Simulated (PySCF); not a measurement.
**SiH (SMILES [SiH]) at USVWN5/ccECP-cc-pVDZ (core potential)**

Aim: the vertical ionisation energy of SiH at USVWN5/ccECP-cc-pVDZ (core potential), from 2 runs. The job is set up through a Python script.

The results are computed with PySCF 2.14.0.

8 further runs of the same task are left out: 8 set aside as unsound or not needed.

## (1) The system as given

SiH has 2 atoms, charge 0, and is taken as a doublet. SMILES: `[SiH]`. The shape is that of a PBE0-D4/def2-TZVP optimisation.

Bond lengths: Si1–H2 1.532 Å.

## (2) A single-point energy at USVWN5/ccECP-cc-pVDZ (core potential)

Input file calc.py:

```python
# HSi
from pyscf import gto, dft

mol = gto.M(
    atom='Si 0.000000 0.000000 -0.007580; H -0.000000 -0.000000 1.524140',
    basis='ccecp-cc-pvdz',
    max_memory=1860,
    charge=0,
    verbose=3,
    spin=1,
    ecp={'Si': 'ccecp', 'H': 'ccecp'},
)

myscf = dft.UKS(mol, xc='svwn')
myscf.grids.level = 5
myscf.conv_tol = 1e-10
myscf.kernel()
if not myscf.converged:
    myscf = myscf.newton().run(myscf.mo_coeff, myscf.mo_occ)

e_tot = myscf.e_tot
print('Final energy', e_tot)
```

Run with:

```bash
$ OMP_NUM_THREADS=1 python calc.py
```

The program printed:

```text
converged SCF energy = -4.32788036759839  <S^2> = 0.75189097  2S+1 = 2.0018901
Final energy -4.327880367598391
```

It took 1.5 s on 1 thread of Arm Neoverse V1, shared host; peak memory 0.13 GiB.

## (3) The singlet cation at the same level

Input file input.py:

```python
from pyscf import gto, dft

mol = gto.M(
    atom='''
Si     0.000000     0.000000    -0.014324
H      0.000000     0.000000     2.880207
''',
    verbose=3,
    basis='ccecp-cc-pvdz',
    ecp={'Si': 'ccecp', 'H': 'ccecp'},
    charge=1,
    unit='bohr',
    max_memory=1860,
    spin=0,
)

myscf = dft.RKS(mol)
myscf.xc = 'svwn'
myscf.conv_tol = 1e-10
myscf.grids.level = 5
myscf.kernel()
if not myscf.converged:
    myscf = myscf.newton().run(myscf.mo_coeff, myscf.mo_occ)

e_final = myscf.e_tot
print('Final energy', e_final)
```

Run with:

```bash
$ OMP_NUM_THREADS=1 python input.py
```

The program printed:

```text
converged SCF energy = -4.03207127877215
Final energy -4.032071278772152
```

Wall time 1.2 s (1 thread of Arm Neoverse V1, shared host); peak memory 0.13 GiB.

## (4) Results

Level: USVWN5/ccECP-cc-pVDZ (core potential).

| quantity | value |
| --- | --- |
| doublet SiH: total energy | -4.32788 Eh |
| doublet SiH: dipole moment | 0.28 D |
| doublet SiH: HOMO energy (highest over α and β) | -4.37 eV |
| doublet SiH: LUMO energy (lowest over α and β) | -4.34 eV |
| doublet SiH: ⟨S²⟩ | 0.752 |
| singlet cation: total energy | -4.03207 Eh |
| singlet cation: HOMO energy | -14.33 eV |
| singlet cation: LUMO energy | -11.72 eV |
| singlet cation: HOMO–LUMO gap | 2.62 eV |
| vertical ionisation energy (to the singlet cation) | 8.049 eV |

The vertical ionisation energy comes to 8.05 eV (186 kcal/mol). Only the singlet of the ionised species was computed; a triplet could lie lower.
